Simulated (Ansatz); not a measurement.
System: fcc Ir. Method: PBEsol (Ansatz, a program for electronic structure, plane waves, PAW).

Settings: plane-wave cutoff 500 eV, 14×10×1 k mesh (along the axes of the cell as run), Fermi–Dirac smearing 0.1 eV, scalar-relativistic PAW data made under PBE.

Question: What does this level give for the surface energy of the (310) face and work function of the (310) face?

Answer: 
- surface energy of the (310) face: 3.53 J/m²
- work function of the (310) face: 5.25 eV

The slab of 20 atoms is relaxed and unreconstructed.

Spin–orbit coupling is not included.

Computed values are for the static lattice.

Cost on a shared machine: very roughly 2.5 core-hours.
